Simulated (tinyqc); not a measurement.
Inside a calculation. Method: Pariser-Parr-Pople SCF with singles CI, for the molecule C=CC=C (SMILES; centres numbered as the heavy atoms are written). Computed by tinyqc, a small Python program that keeps every step. Settings: charge = 0, gamma = Ohno, start = huckel, damping = 0, iteration cap = 67, excitations kept = 6. Command: `OMP_NUM_THREADS=1 python tinyqc.py 25263 25264 out.jsonl` (the two numbers bound the seeds that draw the settings). One thread of a shared host (Intel(R) Xeon(R) Processor @ 2.60GHz), about 0.01 s of CPU time with the checks. Later iterations appear only in the table of the cycle.

## PPP integrals

Centres (angstrom, eV; a flat drawing with bonds scaled to 1.40 angstrom):
```
centre        x        y  core charge z        W  gamma_rr
1C      -1.8480  -0.1270              1  11.1600   11.1300
2C      -0.5590   0.4210              1  11.1600   11.1300
3C       0.5590  -0.4210              1  11.1600   11.1300
4C       1.8480   0.1270              1  11.1600   11.1300
```

Resonance integrals (eV):
```
i  j     beta
1  2  -2.2200
2  3  -2.2200
3  4  -2.2200
```

Ohno: gamma = 14.399645/sqrt(R^2 + a^2), a = 2 x 14.399645/(gamma_rr + gamma_ss); H_rr = -W_r - sum_(s != r) z_s gamma_rs; H_rs = beta for bonds.

repulsion gamma_rs (eV):
```
         1C       2C       3C       4C
1C  11.1300   7.5520   5.2392   3.6695
2C   7.5520  11.1300   7.5550   5.2392
3C   5.2392   7.5550  11.1300   7.5520
4C   3.6695   5.2392   7.5520  11.1300
```

core matrix H (eV):
```
          1C        2C        3C        4C
1C  -27.6207   -2.2200    0.0000    0.0000
2C   -2.2200  -31.5062   -2.2200    0.0000
3C    0.0000   -2.2200  -31.5062   -2.2200
4C    0.0000    0.0000   -2.2200  -27.6207
```

## Starting guess

pi electrons, sum of z_r less the charge = 4

Orbitals of the Hueckel matrix of the beta values.

P at the start:
```
         1C      2C      3C       4C
1C   1.0000  0.8944  0.0000  -0.4472
2C   0.8944  1.0000  0.4472   0.0000
3C   0.0000  0.4472  1.0000   0.8944
4C  -0.4472  0.0000  0.8944   1.0000
```

## Iteration 1: Fock matrix

F_rr = H_rr + P_rr gamma_rr / 2 + sum_(s != r) P_ss gamma_rs; F_rs = H_rs - P_rs gamma_rs / 2; E = tr P (H + F) / 2 + core repulsion sum_(r<s) z_r z_s gamma_rs.

F (eV):
```
         1C       2C       3C       4C
1C  -5.5950  -5.5973   0.0000   0.8205
2C  -5.5973  -5.5950  -3.9094   0.0000
3C   0.0000  -3.9094  -5.5950  -5.5973
4C   0.8205   0.0000  -5.5973  -5.5950
```

pi energy = -50.6022 eV

## Iteration 1: orbitals and new P

Diagonalise F (the basis is taken as orthonormal) and form P = 2 sum c c over the lowest orbitals.

orbital energies (eV): -13.2159  -10.1270  -1.0630  2.0259

P after iteration 1:
```
         1C      2C      3C       4C
1C   1.0000  0.9212  0.0000  -0.3892
2C   0.9212  1.0000  0.3892   0.0000
3C   0.0000  0.3892  1.0000   0.9212
4C  -0.3892  0.0000  0.9212   1.0000
```

## Iteration 2: Fock matrix

As before.

F (eV):
```
         1C       2C       3C       4C
1C  -5.5950  -5.6983   0.0000   0.7141
2C  -5.6983  -5.5950  -3.6902   0.0000
3C   0.0000  -3.6902  -5.5950  -5.6983
4C   0.7141   0.0000  -5.6983  -5.5950
```

pi energy = -50.6760 eV

## Iteration 2: orbitals and new P

As before.

orbital energies (eV): -13.1920  -10.2159  -0.9741  2.0020

P after iteration 2:
```
         1C      2C      3C       4C
1C   1.0000  0.9328  0.0000  -0.3605
2C   0.9328  1.0000  0.3605   0.0000
3C   0.0000  0.3605  1.0000   0.9328
4C  -0.3605  0.0000  0.9328   1.0000
```

## Convergence

Stop when output and input P, before any damping, agree to 1e-7.

Course of the cycle:
```
iteration      E (eV)  largest |P(out) - P(in)|
1          -50.602168                  5.80e-02
2          -50.676037                  2.87e-02
3          -50.693413                  1.39e-02
4          -50.697412                  6.66e-03
5          -50.698323                  3.18e-03
6          -50.698529                  1.51e-03
7          -50.698576                  7.21e-04
8          -50.698587                  3.43e-04
9          -50.698589                  1.63e-04
10         -50.698590                  7.74e-05
11         -50.698590                  3.68e-05
12         -50.698590                  1.75e-05
13         -50.698590                  8.32e-06
14         -50.698590                  3.95e-06
15         -50.698590                  1.88e-06
16         -50.698590                  8.93e-07
17         -50.698590                  4.24e-07
18         -50.698590                  2.02e-07
19         -50.698590                  9.59e-08
```

Converged in 19 iterations.

## Converged orbitals

Charges are z - P_rr.

orbital energies (eV): -13.1604  -10.2918  -0.8982  1.9704

coefficients:
```
       MO1      MO2      MO3      MO4
1C  0.4081   0.5775   0.5775  -0.4081
2C  0.5775   0.4081  -0.4081   0.5775
3C  0.5775  -0.4081  -0.4081  -0.5775
4C  0.4081  -0.5775   0.5775   0.4081
```

pi charges: 1C 0.0000, 2C 0.0000, 3C 0.0000, 4C 0.0000

## Singles CI, singlets

Over the 4 single excitations with the smallest orbital gaps: A = (e_a - e_i) delta + 2 (ia|jb) - (ij|ab), with (pq|rs) = sum c_mp c_mq gamma_mn c_nr c_ns. f = 2/3 w |mu|^2 in atomic units, mu = sqrt2 sum c_ia sum_m c_mi c_ma R_m.

singlet CI matrix (eV):
```
        2>3      2>4      1>3     1>4
2>3  4.9119   0.0000   0.0000  0.5733
2>4  0.0000   6.7443  -0.0159  0.0000
1>3  0.0000  -0.0159   6.7443  0.0000
1>4  0.5733   0.0000   0.0000  8.7033
```

singlet excitation energies (eV): 4.8271  6.7284  6.7602  8.7881

oscillator strengths: 1.0295  0.0000  0.0000  0.1380

## Singles CI, triplets

Over the 4 single excitations with the smallest orbital gaps: A = (e_a - e_i) delta - (ij|ab), with (pq|rs) = sum c_mp c_mq gamma_mn c_nr c_ns.

triplet CI matrix (eV):
```
        2>3     2>4     1>3     1>4
2>3  2.2245  0.0000  0.0000  1.7394
2>4  0.0000  4.9889  1.7394  0.0000
1>3  0.0000  1.7394  4.9889  0.0000
1>4  1.7394  0.0000  0.0000  7.3130
```

triplet excitation energies (eV): 1.6867  3.2495  6.7284  7.8508
